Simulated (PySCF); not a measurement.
# LiH₂S+, an ion with solvent molecules: interaction energy, part 3 of 3

PySCF 2.14.0. Atoms count from 0, parts from 1. The steps go on from the part before.

## 8. Coupled-cluster interaction energy: CCSD(T) and MP2, 2.16 Å

The job: settings as JSON, then the geometry in Å.

```
{"job": {"kind": "intercc", "basis": "aug-cc-pVDZ", "basis_mid": "aug-cc-pVTZ", "basis_large": "aug-cc-pVQZ"}, "charge": 1, "multiplicity": 1, "parts": [{"atoms": "0-0", "charge": 1, "multiplicity": 1}, {"atoms": "1-3", "charge": 0, "multiplicity": 1}]}
Li     0.086282    -0.200467    -0.108838
S      0.546646     1.394669    -1.486344
H      0.456932     0.725267    -2.651656
H     -0.675664     1.943838    -1.620616
```

Method: CCSD(T)/aug-cc-pVDZ and MP2/aug-cc-pVTZ, aug-cc-pVQZ counterpoise interaction energy, frozen core, gas phase.

The log of the run:

```text
part 1, own basis, geometry of the cluster: E = -7.2363810859 (as before)

part 2, own basis, geometry of the cluster: E = -398.7136811887 (as before)

part 1, own basis, relaxed alone: E = -7.2363810859 (as before)

part 2, own basis, relaxed alone: E = -398.7137498039 (as before)

cluster
final grid: 3944 points
cycle   1  E = -405.9787656678  dE = -3.047e-02  |g| = 7.649e-02  |ddm| = 1.937e+00
cycle   2  E = -405.9806036463  dE = -1.838e-03  |g| = 1.876e-02  |ddm| = 4.610e-01
cycle   3  E = -405.9807626435  dE = -1.590e-04  |g| = 6.061e-03  |ddm| = 9.456e-02
cycle   4  E = -405.9807892602  dE = -2.662e-05  |g| = 1.096e-03  |ddm| = 5.376e-02
cycle   5  E = -405.9807901922  dE = -9.320e-07  |g| = 3.090e-04  |ddm| = 3.430e-03
cycle   6  E = -405.9807902727  dE = -8.045e-08  |g| = 7.093e-05  |ddm| = 1.276e-03
cycle   7  E = -405.9807902765  dE = -3.844e-09  |g| = 1.456e-05  |ddm| = 3.248e-04
cycle   8  E = -405.9807902767  dE = -2.300e-10  |g| = 2.937e-06  |ddm| = 7.274e-05
converged SCF energy = -405.9807902767

part 1 in the basis of the cluster
final grid: 3944 points
cycle   1  E = -7.2363822175  dE = -1.138e-06  |g| = 1.644e-04  |ddm| = 2.302e-02
cycle   2  E = -7.2363822217  dE = -4.206e-09  |g| = 1.427e-05  |ddm| = 1.178e-03
cycle   3  E = -7.2363822218  dE = -3.568e-11  |g| = 8.516e-07  |ddm| = 8.545e-05
converged SCF energy = -7.2363822218

part 2 in the basis of the cluster
final grid: 3944 points
cycle   1  E = -398.7137694212  dE = -8.753e-05  |g| = 1.982e-03  |ddm| = 3.135e-01
cycle   2  E = -398.7137711284  dE = -1.707e-06  |g| = 3.217e-04  |ddm| = 4.587e-02
cycle   3  E = -398.7137711887  dE = -6.025e-08  |g| = 3.243e-05  |ddm| = 8.619e-03
cycle   4  E = -398.7137711895  dE = -8.225e-10  |g| = 8.170e-06  |ddm| = 3.655e-04
converged SCF energy = -398.7137711895

Interaction energy (kcal/mol)
  counterpoise      -18.270
  uncorrected       -18.716
  dispersion part     0.000
  deformation         0.071
  binding           -18.199

Decomposition of the uncorrected value (kcal/mol)
  electrostatic     -21.866
  Pauli              22.978
  orbital           -20.394
  dispersion          0.000
  correlation         0.566

Charge of each part in the cluster: 0.987 0.013
part 1, own basis, geometry of the cluster: E = -7.2363851836 (as before)

part 2, own basis, geometry of the cluster: E = -398.7179476622 (as before)

part 1, own basis, relaxed alone: E = -7.2363851836 (as before)

part 2, own basis, relaxed alone: E = -398.7180394564 (as before)

cluster
final grid: 3944 points
cycle   1  E = -405.9831584510  dE = -3.038e-02  |g| = 8.302e-02  |ddm| = 2.250e+00
cycle   2  E = -405.9850384450  dE = -1.880e-03  |g| = 2.139e-02  |ddm| = 4.888e-01
cycle   3  E = -405.9852047060  dE = -1.663e-04  |g| = 6.419e-03  |ddm| = 1.046e-01
cycle   4  E = -405.9852346010  dE = -2.990e-05  |g| = 1.162e-03  |ddm| = 5.899e-02
cycle   5  E = -405.9852356370  dE = -1.036e-06  |g| = 3.247e-04  |ddm| = 4.596e-03
cycle   6  E = -405.9852357255  dE = -8.851e-08  |g| = 8.085e-05  |ddm| = 1.751e-03
cycle   7  E = -405.9852357300  dE = -4.431e-09  |g| = 1.644e-05  |ddm| = 4.350e-04
cycle   8  E = -405.9852357302  dE = -2.747e-10  |g| = 3.454e-06  |ddm| = 9.259e-05
converged SCF energy = -405.9852357302

part 1 in the basis of the cluster
final grid: 3944 points
cycle   1  E = -7.2363856252  dE = -4.481e-07  |g| = 1.018e-04  |ddm| = 4.029e-02
cycle   2  E = -7.2363856264  dE = -1.186e-09  |g| = 6.727e-06  |ddm| = 1.625e-03
cycle   3  E = -7.2363856264  dE = -5.184e-12  |g| = 2.554e-07  |ddm| = 8.980e-05
converged SCF energy = -7.2363856264

part 2 in the basis of the cluster
final grid: 3944 points
cycle   1  E = -398.7179752341  dE = -2.599e-05  |g| = 9.896e-04  |ddm| = 2.798e-01
cycle   2  E = -398.7179756782  dE = -4.441e-07  |g| = 1.470e-04  |ddm| = 3.337e-02
cycle   3  E = -398.7179756921  dE = -1.394e-08  |g| = 1.401e-05  |ddm| = 5.561e-03
cycle   4  E = -398.7179756923  dE = -1.693e-10  |g| = 2.506e-06  |ddm| = 3.726e-04
converged SCF energy = -398.7179756923

Interaction energy (kcal/mol)
  counterpoise      -18.700
  uncorrected       -18.972
  dispersion part     0.000
  deformation         0.084
  binding           -18.616

Decomposition of the uncorrected value (kcal/mol)
  electrostatic     -21.743
  Pauli              22.718
  orbital           -20.367
  dispersion          0.000
  correlation         0.419

Charge of each part in the cluster: 0.987 0.013
part 1 in the basis of the cluster: E(HF) = -7.236123869  E2 = 0.000000000  E(CCSD corr) = 0.000000000  (T) = 0.000000000
part 2 in the basis of the cluster: E(HF) = -398.698364553  E2 = -0.155984504  E(CCSD corr) = -0.178710022  (T) = -0.004970424
cluster: E(HF) = -405.962726514  E2 = -0.153942043  E(CCSD corr) = -0.176398775  (T) = -0.004740031

Counterpoise interaction energy (kcal/mol)
  hf_small                 -17.720
  mp2_small                -16.438
  ccsd_small               -16.269
  ccsdt_small              -16.125
  hf_large                 -19.374
  mp2_large                -18.700
  hf_middle                -19.225
  mp2_middle               -18.270
  scs_mp2_large            -18.716
  mp2_limit                -18.904
  ccsdt_less_mp2             0.313
  ccsdt_limit_estimate     -18.591
  bsse_mp2_large             0.272
```

It took 8.3 s on 1 thread of Arm Neoverse V2, shared host; peak memory 0.42 GiB.

Contacts at this geometry (a selection, picked against the atoms' radii; other short pairs can be missing):

| atoms | distance (Å) | kind (by distance and angle) | angle (°) |
| --- | --- | --- | --- |
| Li0···S1 | 2.16 | bonding distance | – |

Differences are taken before rounding.

| method | interaction energy (kcal/mol) | from CCSD(T), limit estimate (kcal/mol) |
| --- | --- | --- |
| HF/aug-cc-pVDZ | -17.72 | +0.87 |
| MP2/aug-cc-pVDZ | -16.44 | +2.15 |
| CCSD/aug-cc-pVDZ | -16.27 | +2.32 |
| CCSD(T)/aug-cc-pVDZ | -16.12 | +2.47 |
| HF/aug-cc-pVQZ | -19.37 | -0.78 |
| MP2/aug-cc-pVQZ | -18.70 | -0.11 |
| SCS-MP2/aug-cc-pVQZ | -18.72 | -0.12 |
| MP2, extrapolated | -18.90 | -0.31 |
| CCSD(T), limit estimate | -18.59 | 0 |

These energies keep the parts at their geometry in the cluster; deforming them to it costs 0.08 kcal/mol (MP2).

## 9. Coupled-cluster interaction energy: CCSD(T) and MP2, 3.60 Å

Settings changed since step 8:

```diff
@@ -2,4 +2,4 @@
 Li     0.086282    -0.200467    -0.108838
-S      0.546646     1.394669    -1.486344
-H      0.456932     0.725267    -2.651656
-H     -0.675664     1.943838    -1.620616
+S      0.853556     2.458093    -2.404681
+H      0.763842     1.788690    -3.569993
+H     -0.368754     3.007262    -2.538953
```

With the program's defaults for keys left out, this is: CCSD(T)/aug-cc-pVDZ and MP2/aug-cc-pVTZ, aug-cc-pVQZ counterpoise interaction energy, frozen core, gas phase.

The log of the run:

```text
part 1, own basis, geometry of the cluster: E = -7.2363810859 (as before)

part 2, own basis, geometry of the cluster: E = -398.7136811887 (as before)

part 1, own basis, relaxed alone: E = -7.2363810859 (as before)

part 2, own basis, relaxed alone: E = -398.7137498039 (as before)

cluster
final grid: 3944 points
cycle   1  E = -405.9666421231  dE = -6.846e-03  |g| = 3.331e-02  |ddm| = 3.896e-01
cycle   2  E = -405.9674311336  dE = -7.890e-04  |g| = 1.149e-02  |ddm| = 1.156e-01
cycle   3  E = -405.9675654167  dE = -1.343e-04  |g| = 4.655e-03  |ddm| = 3.888e-02
cycle   4  E = -405.9675959234  dE = -3.051e-05  |g| = 6.770e-04  |ddm| = 2.662e-02
cycle   5  E = -405.9675963135  dE = -3.901e-07  |g| = 1.413e-04  |ddm| = 2.582e-03
cycle   6  E = -405.9675963250  dE = -1.150e-08  |g| = 3.867e-05  |ddm| = 3.632e-04
cycle   7  E = -405.9675963260  dE = -1.013e-09  |g| = 7.742e-06  |ddm| = 1.229e-04
cycle   8  E = -405.9675963261  dE = -7.140e-11  |g| = 1.790e-06  |ddm| = 2.924e-05
converged SCF energy = -405.9675963261

part 1 in the basis of the cluster
final grid: 3944 points
cycle   1  E = -7.2363815678  dE = -4.841e-07  |g| = 1.056e-04  |ddm| = 8.684e-03
cycle   2  E = -7.2363815696  dE = -1.805e-09  |g| = 8.703e-06  |ddm| = 5.448e-04
cycle   3  E = -7.2363815696  dE = -1.335e-11  |g| = 4.054e-07  |ddm| = 4.590e-05
converged SCF energy = -7.2363815696

part 2 in the basis of the cluster
final grid: 3944 points
cycle   1  E = -398.7137263709  dE = -4.515e-05  |g| = 1.355e-03  |ddm| = 1.438e-01
cycle   2  E = -398.7137273359  dE = -9.650e-07  |g| = 2.298e-04  |ddm| = 1.945e-02
cycle   3  E = -398.7137273691  dE = -3.318e-08  |g| = 2.014e-05  |ddm| = 3.548e-03
cycle   4  E = -398.7137273694  dE = -3.222e-10  |g| = 4.050e-06  |ddm| = 1.414e-04
converged SCF energy = -398.7137273694

Interaction energy (kcal/mol)
  counterpoise      -10.829
  uncorrected       -10.974
  dispersion part     0.000
  deformation         0.071
  binding           -10.758

Decomposition of the uncorrected value (kcal/mol)
  electrostatic      -6.298
  Pauli               0.190
  orbital            -4.895
  dispersion          0.000
  correlation         0.029

Charge of each part in the cluster: 0.993 0.007
part 1, own basis, geometry of the cluster: E = -7.2363851836 (as before)

part 2, own basis, geometry of the cluster: E = -398.7179476622 (as before)

part 1, own basis, relaxed alone: E = -7.2363851836 (as before)

part 2, own basis, relaxed alone: E = -398.7180394564 (as before)

cluster
final grid: 3944 points
cycle   1  E = -405.9708857413  dE = -6.916e-03  |g| = 3.528e-02  |ddm| = 4.437e-01
cycle   2  E = -405.9716923759  dE = -8.066e-04  |g| = 1.245e-02  |ddm| = 1.083e-01
cycle   3  E = -405.9718260620  dE = -1.337e-04  |g| = 5.056e-03  |ddm| = 4.048e-02
cycle   4  E = -405.9718617801  dE = -3.572e-05  |g| = 7.310e-04  |ddm| = 3.025e-02
cycle   5  E = -405.9718622172  dE = -4.372e-07  |g| = 1.493e-04  |ddm| = 3.349e-03
cycle   6  E = -405.9718622301  dE = -1.284e-08  |g| = 4.419e-05  |ddm| = 6.072e-04
cycle   7  E = -405.9718622313  dE = -1.172e-09  |g| = 8.746e-06  |ddm| = 1.641e-04
cycle   8  E = -405.9718622314  dE = -9.106e-11  |g| = 2.091e-06  |ddm| = 3.768e-05
converged SCF energy = -405.9718622314

part 1 in the basis of the cluster
final grid: 3944 points
cycle   1  E = -7.2363852930  dE = -1.115e-07  |g| = 4.650e-05  |ddm| = 6.547e-03
cycle   2  E = -7.2363852933  dE = -3.020e-10  |g| = 3.472e-06  |ddm| = 2.515e-04
converged SCF energy = -7.2363852933

part 2 in the basis of the cluster
final grid: 3944 points
cycle   1  E = -398.7179629661  dE = -1.501e-05  |g| = 7.523e-04  |ddm| = 1.964e-01
cycle   2  E = -398.7179632839  dE = -3.178e-07  |g| = 1.235e-04  |ddm| = 2.572e-02
cycle   3  E = -398.7179632947  dE = -1.082e-08  |g| = 1.120e-05  |ddm| = 4.667e-03
cycle   4  E = -398.7179632948  dE = -1.120e-10  |g| = 1.957e-06  |ddm| = 2.201e-04
converged SCF energy = -398.7179632948

Interaction energy (kcal/mol)
  counterpoise      -10.838
  uncorrected       -10.912
  dispersion part     0.000
  deformation         0.084
  binding           -10.754

Decomposition of the uncorrected value (kcal/mol)
  electrostatic      -6.253
  Pauli               0.206
  orbital            -4.953
  dispersion          0.000
  correlation         0.087

Charge of each part in the cluster: 0.993 0.007
part 1 in the basis of the cluster: E(HF) = -7.236121944  E2 = 0.000000000  E(CCSD corr) = 0.000000000  (T) = 0.000000000
part 2 in the basis of the cluster: E(HF) = -398.698177435  E2 = -0.155320698  E(CCSD corr) = -0.178024067  (T) = -0.004888787
cluster: E(HF) = -405.952123839  E2 = -0.155220850  E(CCSD corr) = -0.177707297  (T) = -0.004917754

Counterpoise interaction energy (kcal/mol)
  hf_small                 -11.185
  mp2_small                -11.122
  ccsd_small               -10.986
  ccsdt_small              -11.004
  hf_large                 -10.990
  mp2_large                -10.838
  hf_middle                -10.973
  mp2_middle               -10.829
  scs_mp2_large            -10.843
  mp2_limit                -10.833
  ccsdt_less_mp2             0.118
  ccsdt_limit_estimate     -10.715
  bsse_mp2_large             0.074
```

Wall time 8.1 s (1 thread of Arm Neoverse V2, shared host); peak memory 0.42 GiB.

Contacts at this geometry (a selection, picked against the atoms' radii; other short pairs can be missing):

| atoms | distance (Å) | kind (by distance and angle) | angle (°) |
| --- | --- | --- | --- |
| Li0···S1 | 3.60 | inside the van der Waals sum | – |

Differences are taken before rounding.

| method | interaction energy (kcal/mol) | from CCSD(T), limit estimate (kcal/mol) |
| --- | --- | --- |
| HF/aug-cc-pVDZ | -11.19 | -0.47 |
| MP2/aug-cc-pVDZ | -11.12 | -0.41 |
| CCSD/aug-cc-pVDZ | -10.99 | -0.27 |
| CCSD(T)/aug-cc-pVDZ | -11.00 | -0.29 |
| HF/aug-cc-pVQZ | -10.99 | -0.28 |
| MP2/aug-cc-pVQZ | -10.84 | -0.12 |
| SCS-MP2/aug-cc-pVQZ | -10.84 | -0.13 |
| MP2, extrapolated | -10.83 | -0.12 |
| CCSD(T), limit estimate | -10.71 | 0 |

These energies keep the parts at their geometry in the cluster; deforming them to it costs 0.08 kcal/mol (MP2).

## 10. Coupled-cluster interaction energy: CCSD(T) and MP2, 4.79 Å

Settings changed since step 9:

```diff
@@ -2,4 +2,4 @@
 Li     0.086282    -0.200467    -0.108838
-S      0.853556     2.458093    -2.404681
-H      0.763842     1.788690    -3.569993
-H     -0.368754     3.007262    -2.538953
+S      1.109314     3.344279    -3.169962
+H      1.019600     2.674877    -4.335274
+H     -0.112996     3.893448    -3.304234
```

Method: CCSD(T)/aug-cc-pVDZ and MP2/aug-cc-pVTZ, aug-cc-pVQZ counterpoise interaction energy, frozen core, gas phase.

The log of the run:

```text
part 1, own basis, geometry of the cluster: E = -7.2363810859 (as before)

part 2, own basis, geometry of the cluster: E = -398.7136811887 (as before)

part 1, own basis, relaxed alone: E = -7.2363810859 (as before)

part 2, own basis, relaxed alone: E = -398.7137498039 (as before)

cluster
final grid: 3944 points
cycle   1  E = -405.9567236201  dE = -1.990e-03  |g| = 1.771e-02  |ddm| = 1.385e-01
cycle   2  E = -405.9569433114  dE = -2.197e-04  |g| = 5.896e-03  |ddm| = 5.337e-02
cycle   3  E = -405.9569792153  dE = -3.590e-05  |g| = 2.359e-03  |ddm| = 1.697e-02
cycle   4  E = -405.9569878406  dE = -8.625e-06  |g| = 3.485e-04  |ddm| = 1.243e-02
cycle   5  E = -405.9569879481  dE = -1.075e-07  |g| = 7.827e-05  |ddm| = 1.200e-03
cycle   6  E = -405.9569879520  dE = -3.910e-09  |g| = 1.436e-05  |ddm| = 2.303e-04
cycle   7  E = -405.9569879522  dE = -1.713e-10  |g| = 2.956e-06  |ddm| = 5.834e-05
converged SCF energy = -405.9569879522

part 1 in the basis of the cluster
final grid: 3944 points
cycle   1  E = -7.2363812839  dE = -1.988e-07  |g| = 4.666e-05  |ddm| = 5.918e-03
cycle   2  E = -7.2363812842  dE = -3.568e-10  |g| = 2.840e-06  |ddm| = 2.367e-04
converged SCF energy = -7.2363812842

part 2 in the basis of the cluster
final grid: 3944 points
cycle   1  E = -398.7136924696  dE = -1.116e-05  |g| = 5.344e-04  |ddm| = 3.811e-02
cycle   2  E = -398.7136926413  dE = -1.717e-07  |g| = 7.870e-05  |ddm| = 4.708e-03
cycle   3  E = -398.7136926458  dE = -4.482e-09  |g| = 7.088e-06  |ddm| = 8.269e-04
cycle   4  E = -398.7136926459  dE = -4.263e-11  |g| = 1.398e-06  |ddm| = 6.347e-05
converged SCF energy = -398.7136926459

Interaction energy (kcal/mol)
  counterpoise       -4.266
  uncorrected        -4.317
  dispersion part     0.000
  deformation         0.071
  binding            -4.195

Decomposition of the uncorrected value (kcal/mol)
  electrostatic      -2.935
  Pauli               0.004
  orbital            -1.415
  dispersion          0.000
  correlation         0.029

Charge of each part in the cluster: 0.999 0.001
part 1, own basis, geometry of the cluster: E = -7.2363851836 (as before)

part 2, own basis, geometry of the cluster: E = -398.7179476622 (as before)

part 1, own basis, relaxed alone: E = -7.2363851836 (as before)

part 2, own basis, relaxed alone: E = -398.7180394564 (as before)

cluster
final grid: 3944 points
cycle   1  E = -405.9609576847  dE = -1.988e-03  |g| = 1.875e-02  |ddm| = 1.793e-01
cycle   2  E = -405.9611797006  dE = -2.220e-04  |g| = 6.407e-03  |ddm| = 5.188e-02
cycle   3  E = -405.9612151418  dE = -3.544e-05  |g| = 2.546e-03  |ddm| = 1.902e-02
cycle   4  E = -405.9612251268  dE = -9.985e-06  |g| = 3.705e-04  |ddm| = 1.422e-02
cycle   5  E = -405.9612252413  dE = -1.145e-07  |g| = 7.909e-05  |ddm| = 1.565e-03
cycle   6  E = -405.9612252452  dE = -3.909e-09  |g| = 1.619e-05  |ddm| = 3.588e-04
cycle   7  E = -405.9612252454  dE = -1.863e-10  |g| = 2.943e-06  |ddm| = 7.687e-05
converged SCF energy = -405.9612252454

part 1 in the basis of the cluster
final grid: 3944 points
cycle   1  E = -7.2363852378  dE = -5.499e-08  |g| = 2.712e-05  |ddm| = 2.955e-03
cycle   2  E = -7.2363852380  dE = -1.081e-10  |g| = 1.685e-06  |ddm| = 1.405e-04
converged SCF energy = -7.2363852380

part 2 in the basis of the cluster
final grid: 3944 points
cycle   1  E = -398.7179566190  dE = -8.771e-06  |g| = 5.759e-04  |ddm| = 9.712e-02
cycle   2  E = -398.7179568019  dE = -1.829e-07  |g| = 9.306e-05  |ddm| = 1.038e-02
cycle   3  E = -398.7179568078  dE = -5.915e-09  |g| = 8.022e-06  |ddm| = 1.570e-03
cycle   4  E = -398.7179568079  dE = -5.548e-11  |g| = 1.306e-06  |ddm| = 1.042e-04
converged SCF energy = -398.7179568079

Interaction energy (kcal/mol)
  counterpoise       -4.247
  uncorrected        -4.280
  dispersion part     0.000
  deformation         0.084
  binding            -4.163

Decomposition of the uncorrected value (kcal/mol)
  electrostatic      -2.913
  Pauli               0.003
  orbital            -1.416
  dispersion          0.000
  correlation         0.045

Charge of each part in the cluster: 0.999 0.001
part 1 in the basis of the cluster: E(HF) = -7.236121481  E2 = 0.000000000  E(CCSD corr) = 0.000000000  (T) = 0.000000000
part 2 in the basis of the cluster: E(HF) = -398.698135899  E2 = -0.155172002  E(CCSD corr) = -0.177878410  (T) = -0.004869279
cluster: E(HF) = -405.941312740  E2 = -0.155081801  E(CCSD corr) = -0.177656892  (T) = -0.004865914

Counterpoise interaction energy (kcal/mol)
  hf_small                  -4.427
  mp2_small                 -4.371
  ccsd_small                -4.288
  ccsdt_small               -4.286
  hf_large                  -4.319
  mp2_large                 -4.247
  hf_middle                 -4.339
  mp2_middle                -4.266
  scs_mp2_large             -4.231
  mp2_limit                 -4.248
  ccsdt_less_mp2             0.085
  ccsdt_limit_estimate      -4.163
  bsse_mp2_large             0.033
```

Wall time 7.9 s (1 thread of Arm Neoverse V2, shared host); peak memory 0.42 GiB.

Contacts at this geometry (a selection, picked against the atoms' radii; other short pairs can be missing):

| atoms | distance (Å) | kind (by distance and angle) | angle (°) |
| --- | --- | --- | --- |
| Li0···S1 | 4.79 | beyond van der Waals contact | – |

Differences are taken before rounding.

| method | interaction energy (kcal/mol) | from CCSD(T), limit estimate (kcal/mol) |
| --- | --- | --- |
| HF/aug-cc-pVDZ | -4.43 | -0.26 |
| MP2/aug-cc-pVDZ | -4.37 | -0.21 |
| CCSD/aug-cc-pVDZ | -4.29 | -0.13 |
| CCSD(T)/aug-cc-pVDZ | -4.29 | -0.12 |
| HF/aug-cc-pVQZ | -4.32 | -0.16 |
| MP2/aug-cc-pVQZ | -4.25 | -0.08 |
| SCS-MP2/aug-cc-pVQZ | -4.23 | -0.07 |
| MP2, extrapolated | -4.25 | -0.08 |
| CCSD(T), limit estimate | -4.16 | 0 |

These energies keep the parts at their geometry in the cluster; deforming them to it costs 0.08 kcal/mol (MP2).

## 11. The curve

Counterpoise interaction energies (kcal/mol):

| Li0···S1 (Å) | HF | MP2 limit | CCSD(T) estimate | time |
| --- | --- | --- | --- | --- |
| 2.16 | -19.37 | -18.90 | -18.59 | 8.3 s |
| 2.28 | -22.15 | -21.60 | -21.34 | 8.2 s |
| 2.40 | -23.14 | -22.57 | -22.36 | 10 s |
| 2.52 | -22.98 | -22.44 | -22.26 | 8.6 s |
| 2.64 | -22.13 | -21.63 | -21.48 | 8.4 s |
| 3.00 | -17.85 | -17.52 | -17.41 | 8.2 s |
| 3.60 | -10.99 | -10.83 | -10.71 | 8.1 s |
| 4.79 | -4.32 | -4.25 | -4.16 | 7.9 s |

## 12. Results

What follows sums up all 3 parts.

| quantity | value |
| --- | --- |
| point group | Cs |
| rotational constants (main isotopes) | 147.36, 14.26, 14.09 GHz |
| CCSD(T) estimate at 2.16 Å | -18.59 kcal/mol |
| CCSD(T) estimate at 2.28 Å | -21.34 kcal/mol |
| CCSD(T) estimate at 2.40 Å | -22.36 kcal/mol |
| CCSD(T) estimate at 2.52 Å | -22.26 kcal/mol |
| CCSD(T) estimate at 2.64 Å | -21.48 kcal/mol |
| CCSD(T) estimate at 3.00 Å | -17.41 kcal/mol |
| CCSD(T) estimate at 3.60 Å | -10.71 kcal/mol |
| CCSD(T) estimate at 4.79 Å | -4.16 kcal/mol |

In words: Relaxing lowered the energy by 0.093 eV in 5 steps; the close pair that moved most is S1–H3, from 1.302 to 1.347 Å. Along the rigid scan the CCSD(T) estimate is lowest at 2.40 Å (-22.36 kcal/mol), where MP2 at the limit misses it by -0.22 and Hartree-Fock by -0.78.
